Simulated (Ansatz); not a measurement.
**NiBi: from a trial structure to a relaxed crystal**

All numbers below come from Ansatz 0.2.0, DFT r2SCAN, scalar-relativistic, plane waves, PAW. Cutoff 500 eV, Γ-centred k mesh, Gaussian smearing, no spin polarisation in the final step.

The start puts NiBi on the NaTl (B32) structure type (Fd-3m, No. 227), with Ni in place of Na, Bi in place of Tl, at a guessed volume.

```yaml
crystal:
  lattice:
    - [0.00000, 3.41885, 3.41885]
    - [3.41885, 0.00000, 3.41885]
    - [3.41885, 3.41885, 0.00000]
  atoms:
    - { symbol: Ni, position: [0.50000, 0.50000, 0.50000] }
    - { symbol: Ni, position: [0.75000, 0.75000, 0.75000] }
    - { symbol: Bi, position: [0.00000, 0.00000, 0.00000] }
    - { symbol: Bi, position: [0.25000, 0.25000, 0.25000] }
```

Cell and atoms relax at zero pressure; the relaxation can't lower the symmetry of the start.

Formation energies are uncorrected and refer to the elements' standard structures at the same level.

Question: Which crystal results?

Answer: It keeps Fd-3m (No. 227). The result has the NaTl (B32) structure. Conventional cell: a = 6.875 Å. Ni has 4 Bi at 2.98 Å, 4 Ni at 2.98 Å and 6 Bi at 3.44 Å; Bi is coordinated by 4 Bi at 2.98 Å, 4 Ni at 2.98 Å and 6 Ni at 3.44 Å.

```xyz
4
Lattice="0.0000 3.4377 3.4377 3.4377 0.0000 3.4377 3.4377 3.4377 0.0000" Properties=species:S:1:pos:R:3 pbc="T T T"
Ni    0.0000    0.0000    0.0000
Ni    1.7189    1.7189    1.7189
Bi    3.4377    3.4377    3.4377
Bi    5.1566    5.1566    5.1566
```

Question: What are its volume, energy, density and gap?

Answer: The volume per atom is 20.31 Å³. The density is 10.94 g/cm³. The energy over the elements is 0.84 eV/atom. The gap on the 12×12×12 mesh is 0 eV (a metal).

The final run used a 12×12×12 mesh on its 4-atom cell and 0.10 eV smearing. The k mesh leaves about 4 meV/atom of noise in metals. Spin–orbit coupling is left out. Symmetry constrained the relaxation, so the result can be a saddle point. The steps took about 4 core-minutes in all.